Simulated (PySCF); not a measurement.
# Gas-phase thermal properties of SiF3

Energies from PySCF (xtb for GFN2), thermal terms from the rigid-rotor harmonic-oscillator model, ideal gas at 1 bar. The comparison is the NASA 1993 polynomial table, which mixes measured and estimated data. 6-31G* has spherical d functions here. Open shells (unrestricted): SiF3 (multiplicity 2). GFN2 has no spin-polarisation term. B3LYP is the form with VWN-RPA correlation. The harmonic model lacks anharmonicity and excited electronic states, which grow with temperature; levels with a mode under 35 cm⁻¹ are left out. The table's entry may be an old estimate for SiF3 (not checked at source).

```
level           point group  σ  ZPE (kJ/mol)  S°298 (J/mol/K)  Cp298 (J/mol/K)  S°1000 (J/mol/K)  H1000 − H298 (kJ/mol)
--------------  -----------  -  ------------  ---------------  ---------------  ----------------  ---------------------
table                     -  -             -            282.4             59.6             368.7                   51.4
B3LYP/6-31G*            C3v  3          22.2            283.6             59.8             370.0                   51.4
GFN2-xTB                C3v  3          20.0            289.5             62.3             377.5                   52.3
HF/6-31G*               C3v  3          24.1            280.7             57.9             365.5                   50.6
PBE/def2-SVP            C3v  3          21.1            285.5             61.0             372.9                   51.9
PBE0/def2-TZVP          C3v  3          22.3            282.8             59.7             369.2                   51.4
```
σ: rotational symmetry number. Electronic degeneracy used: 2. Frequencies are unscaled.
